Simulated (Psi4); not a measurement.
**doublet HCl−: levels of theory compared**

Aim: a comparison of 4 runs (U-wB97X-V/def2-TZVPPD, UDSD-PBEP86/def2-TZVPPD, UOMP2/def2-TZVPPD, UMP3/def2-TZVPPD) of doublet HCl−. 

Program for the calculation: Psi4 1.11.

## Step 1: The molecule

HCl− has 2 atoms, charge -1, and is taken as a doublet. SMILES of the parent species: `Cl`. Geometry: relaxed at PBE0-D4/def2-TZVP. That shape belongs to the parent species and isn't relaxed for this state.

Bond lengths: Cl1–H2 1.279 Å.

## Step 2: The energy at U-wB97X-V/def2-TZVPPD (run 1)

clh.json reads:

```json
{
 "schema_name": "qcschema_input",
 "schema_version": 1,
 "molecule": {
  "schema_name": "qcschema_molecule",
  "schema_version": 2,
  "symbols": ["Cl", "H"],
  "geometry": [1.03179046, -0.33731611, 0.5306351, -1.03179046, 0.33731611, -0.5306351],
  "molecular_charge": -1,
  "molecular_multiplicity": 2,
  "fix_symmetry": "c1",
  "fix_com": true,
  "fix_orientation": true
 },
 "driver": "energy",
 "model": {
  "method": "wb97x-v",
  "basis": "def2-TZVPPD"
 },
 "keywords": {
  "reference": "uks",
  "puream": true,
  "e_convergence": 1e-09,
  "d_convergence": 1e-08,
  "scf_type": "pk",
  "dft_radial_points": 99,
  "dft_spherical_points": 590,
  "maxiter": 200
 }
}
```

On the command line:

```sh
psi4 --qcschema clh.json -n 1 --memory 1600MB
```

stdout:

```text
[...]
  Running in c1 symmetry.
[...]
  Nuclear repulsion =    7.034776967508856
[...]
  Multiplicity = 2
[...]
  Nalpha       = 10
  Nbeta        = 9
[...]
    Number of basis functions: 68
[...]
   @UKS iter   1:  -460.62086900372401   -3.24676e-02   5.18588e-03 DIIS/ADIIS
[...]
   @UKS iter  14:  -460.69449532602175   -1.93268e-12   2.83923e-09 DIIS
[...]
   @S^2 Observed:                7.504892104E-01
[...]
  @UKS Final Energy:  -460.69449532602175
   => Energetics <=
    Nuclear Repulsion Energy =              7.0347769675088561
    One-Electron Energy =                -653.6447514435469657
    Two-Electron Energy =                 207.4259597890506370
    DFT Exchange-Correlation Energy =     -21.5896133715923533
    Empirical Dispersion Energy =           0.0000000000000000
    VV10 Nonlocal Energy =                  0.0791327325580768
    Total Energy =                       -460.6944953260217517
[...]
 Multipole Moments:
 ------------------------------------------------------------------------------------
     Multipole            Electronic (a.u.)      Nuclear  (a.u.)        Total (a.u.)
 ------------------------------------------------------------------------------------
 L = 1.  Multiply by 2.5417464519 to convert [e a0] to [Debye]
 Dipole X            :        -15.4267111           16.5086474            1.0819363
 Dipole Y            :          5.0433478           -5.3970578           -0.3537099
 Dipole Z            :         -7.9337372            8.4901616            0.5564244
 Magnitude           :                                                    1.2670063
[...]
```

The result, in JSON:

```text
{
 "driver": "energy",
 "model": {
  "method": "wb97x-v",
  "basis": "def2-TZVPPD"
 },
 "success": true,
 "return_result": -460.69449532602175,
 "properties": {
  "calcinfo_nbasis": 68,
  "calcinfo_nmo": 68,
  "calcinfo_nalpha": 10,
  "calcinfo_nbeta": 9,
  "calcinfo_natom": 2,
  "nuclear_repulsion_energy": 7.034776967508856,
  "return_energy": -460.69449532602175,
  "scf_one_electron_energy": -653.644751443547,
  "scf_two_electron_energy": 207.42595978905064,
  "scf_vv10_energy": 0.07913273255807683,
  "scf_xc_energy": -21.589613371592353,
  "scf_dipole_moment": [1.0819362768346874, -0.35370992888927066, 0.5564243771654036],
  "scf_total_energy": -460.69449532602175,
  "scf_iterations": 14
 }
}
```

It took 16 s on 1 thread of Intel Xeon Platinum 8488C (Sapphire Rapids), shared host; peak memory 0.48 GiB.

## Step 3: The energy at UDSD-PBEP86/def2-TZVPPD (density fitting for correlation) (run 2)

clh.xyz reads:

```xyz
2
ClH
Cl     0.546000    -0.178500     0.280800
H     -0.546000     0.178500    -0.280800
```

clh.py reads:

```python
import psi4

psi4.set_memory(1600000000)
psi4.set_num_threads(1)
psi4.core.set_output_file('clh.out', False)

with open('clh.xyz') as f:
    atoms = ''.join(f.readlines()[2:])
mol = psi4.geometry('-1 2\n' + atoms + 'symmetry c1\nno_reorient\nno_com')

options = {'basis': 'def2-TZVPPD', 'reference': 'uks', 'puream': True, 'e_convergence': 1e-09, 'd_convergence': 1e-08, 'scf_type': 'pk', 'dft_radial_points': 99, 'dft_spherical_points': 590, 'num_frozen_docc': 5, 'maxiter': 200}
psi4.set_options(options)

E, wfn = psi4.energy("dsd-pbep86", return_wfn=True)
print(f'total energy {E:.8f} hartree = {E * 27.211386:.5f} eV')
```

On the command line:

```sh
python clh.py
```

clh.out:

```text
[...]
  Running in c1 symmetry.
[...]
  Nuclear repulsion =    7.034776949773978
[...]
  Multiplicity = 2
[...]
  Nalpha       = 10
  Nbeta        = 9
[...]
    Number of basis functions: 68
[...]
   @UKS iter   1:  -460.28252201635274   -4.42358e-02   4.23962e-03 DIIS/ADIIS
[...]
   @UKS iter  14:  -460.33932618992935   -2.55795e-12   5.45795e-09 DIIS
[...]
   @S^2 Observed:                7.505714699E-01
[...]
  @UKS Final Energy:  -460.33932618992935
   => Energetics <=
    Nuclear Repulsion Energy =              7.0347769497739776
    One-Electron Energy =                -653.4173113024435224
    Two-Electron Energy =                 194.1902108511439451
    DFT Exchange-Correlation Energy =      -8.1470026884038305
    Empirical Dispersion Energy =           0.0000000000000000
    VV10 Nonlocal Energy =                  0.0000000000000000
    Total Energy =                       -460.3393261899293520
[...]
 Multipole Moments:
 ------------------------------------------------------------------------------------
     Multipole            Electronic (a.u.)      Nuclear  (a.u.)        Total (a.u.)
 ------------------------------------------------------------------------------------
 L = 1.  Multiply by 2.5417464519 to convert [e a0] to [Debye]
 Dipole X            :        -15.3533958           16.5086474            1.1552517
 Dipole Y            :          5.0193794           -5.3970578           -0.3776784
 Dipole Z            :         -7.8960321            8.4901615            0.5941294
 Magnitude           :                                                    1.3528626
[...]
```

On the terminal:

```text
total energy -460.45289811 hartree = -12529.56155 eV
```

Run time: 5.4 s. Hardware: 1 thread of Intel Xeon Platinum 8488C (Sapphire Rapids), shared host; peak memory 0.46 GiB.

## Step 4: A single-point energy at UOMP2/def2-TZVPPD (density fitting for correlation) (run 3)

clh.dat reads:

```
memory 1600 MB

molecule geom {
  -1 2
  Cl     0.546000    -0.178500     0.280800
  H     -0.546000     0.178500    -0.280800
  symmetry c1
}

set basis def2-TZVPPD
set reference uhf
set puream true
set e_convergence 1e-09
set d_convergence 1e-08
set scf_type pk
set num_frozen_docc 5
set maxiter 200

energy_value, wavefunction = energy("omp2", return_wfn=True)
```

On the command line:

```sh
psi4 -i clh.dat -o clh.out -n 1
```

clh.out:

```text
[...]
  Running in c1 symmetry.
[...]
  Nuclear repulsion =    7.034776949773979
[...]
  Multiplicity = 2
[...]
  Nalpha       = 10
  Nbeta        = 9
[...]
    Number of basis functions: 68
[...]
   @UHF iter   1:  -459.99073304593816   -7.61825e-02   3.50658e-03 ADIIS/DIIS
[...]
   @UHF iter  14:  -460.03470201771813   -5.91172e-12   9.02730e-09 DIIS
[...]
   @S^2 Observed:                7.508278879E-01
[...]
  @UHF Final Energy:  -460.03470201771813
   => Energetics <=
    Nuclear Repulsion Energy =              7.0347769497739794
    One-Electron Energy =                -653.2588820927616098
    Two-Electron Energy =                 186.1894031252694504
    Total Energy =                       -460.0347020177181321
  UHF NO Occupations:
  HONO-2 :    8  A 1.9999341
  HONO-1 :    9  A 1.9997540
[...]
 Multipole Moments:
 ------------------------------------------------------------------------------------
     Multipole            Electronic (a.u.)      Nuclear  (a.u.)        Total (a.u.)
 ------------------------------------------------------------------------------------
 L = 1.  Multiply by 2.5417464519 to convert [e a0] to [Debye]
 Dipole X            :         -0.0000000            0.0000000           -0.0000000
 Dipole Y            :         -0.0000000           -0.0000000           -0.0000000
 Dipole Z            :          3.7628778           -1.1980385            2.5648393
 Magnitude           :                                                    2.5648393
[...]
	DF-SCS-MP2 Total Energy (a.u.)     :  -460.24651417386201
	DF-SOS-MP2 Total Energy (a.u.)     :  -460.24509444240971
[...]
	DF-SCS-OMP2 Total Energy (a.u.)    :  -460.24879374542877
	DF-SOS-OMP2 Total Energy (a.u.)    :  -460.23039249235666
	DF-SCS(N)-OMP2 Total Energy (a.u.) :  -460.12915425753096
[...]
	DF-OMP2 Total Energy (a.u.)        :  -460.25253010973751
[...]
```

Run time: 13 s. Hardware: 1 thread of Intel Xeon Platinum 8488C (Sapphire Rapids), shared host; peak memory 0.24 GiB.

## Step 5: The energy at UMP3/def2-TZVPPD (run 4)

clh.in reads:

```
memory 1.6 GB

molecule system {
  -1 2
  Cl     1.03179046    -0.33731611     0.53063510
  H     -1.03179046     0.33731611    -0.53063510
  units bohr
  symmetry c1
}

set basis def2-TZVPPD
set reference uhf
set puream true
set e_convergence 1e-09
set d_convergence 1e-08
set scf_type pk
set num_frozen_docc 5
set maxiter 200
set mp_type conv

e, wfn = energy("mp3", return_wfn=True)
print_variables()
```

On the command line:

```sh
psi4 -n 1 clh.in clh.out
```

clh.out:

```text
[...]
  Running in c1 symmetry.
[...]
  Nuclear repulsion =    7.034776967508858
[...]
  Multiplicity = 2
[...]
  Nalpha       = 10
  Nbeta        = 9
[...]
    Number of basis functions: 68
[...]
   @UHF iter   1:  -459.99073314230185   -7.61833e-02   3.50658e-03 ADIIS/DIIS
[...]
   @UHF iter  14:  -460.03470201760263   -6.19593e-12   9.02724e-09 DIIS
[...]
   @S^2 Observed:                7.508278879E-01
[...]
  @UHF Final Energy:  -460.03470201760263
   => Energetics <=
    Nuclear Repulsion Energy =              7.0347769675088578
    One-Electron Energy =                -653.2588821154220113
    Two-Electron Energy =                 186.1894031303105237
    Total Energy =                       -460.0347020176026263
  UHF NO Occupations:
  HONO-2 :    8  A 1.9999341
  HONO-1 :    9  A 1.9997540
[...]
 Multipole Moments:
 ------------------------------------------------------------------------------------
     Multipole            Electronic (a.u.)      Nuclear  (a.u.)        Total (a.u.)
 ------------------------------------------------------------------------------------
 L = 1.  Multiply by 2.5417464519 to convert [e a0] to [Debye]
 Dipole X            :         -0.0000000           -0.0000000           -0.0000000
 Dipole Y            :         -0.0000000            0.0000000           -0.0000000
 Dipole Z            :          3.7628778           -1.1980385            2.5648393
 Magnitude           :                                                    2.5648393
[...]
	SCS-MP2 Total Energy (a.u.)        :  -460.24627612529508
	SOS-MP2 Total Energy (a.u.)        :  -460.24487212500350
[...]
	SOS-PI-MP2 Total Energy (a.u.)     :  -460.26103905634204
[...]
	MP2 Total Energy (a.u.)            :  -460.24908412587814
[...]
	SCS-MP3 Total Energy (a.u.)        :  -460.25129571068237
[...]
	MP3 Total Energy (a.u.)            :  -460.26916246742724
[...]
```

Run time: 5.1 s. Hardware: 1 thread of Intel Xeon Platinum 8488C (Sapphire Rapids), shared host; peak memory 0.39 GiB.

## Step 6: The series

```
run                                                      level  frozen core orbitals  fitting correlation  energy (Eh)  HOMO energy (eV)  LUMO energy (eV)   ⟨S²⟩  wall time
  1                                      U-wB97X-V/def2-TZVPPD                     0                    –  -460.694495              1.48              6.01  0.750       16 s
  2  UDSD-PBEP86/def2-TZVPPD (density fitting for correlation)                     5      density fitting  -460.452898              2.01              5.51  0.751      5.4 s
  3        UOMP2/def2-TZVPPD (density fitting for correlation)                     5      density fitting  -460.252530              1.63              6.05  0.751       13 s
  4                                           UMP3/def2-TZVPPD                     5                 none  -460.269162              1.63              6.05  0.751      5.1 s
```

## Step 7: Summary of results

| quantity | value |
| --- | --- |
| run 4: total energy | -460.26916 Eh |
| run 4: HOMO energy (Hartree–Fock orbitals) (highest over α and β) | 1.63 eV |
| run 4: LUMO energy (Hartree–Fock orbitals) (lowest over α and β) | 6.05 eV |
| run 4: correlation energy (5 core orbitals frozen) | -234.5 mEh |
| run 4: ⟨S²⟩ of the reference determinant | 0.751 |

In words: Totals of different functionals can't be ranked against each other. In runs 1, 2, 3, 4 the HOMO lies above zero, so the outermost electron may be held by the basis alone. All runs together took 40 s, the longest 16 s.
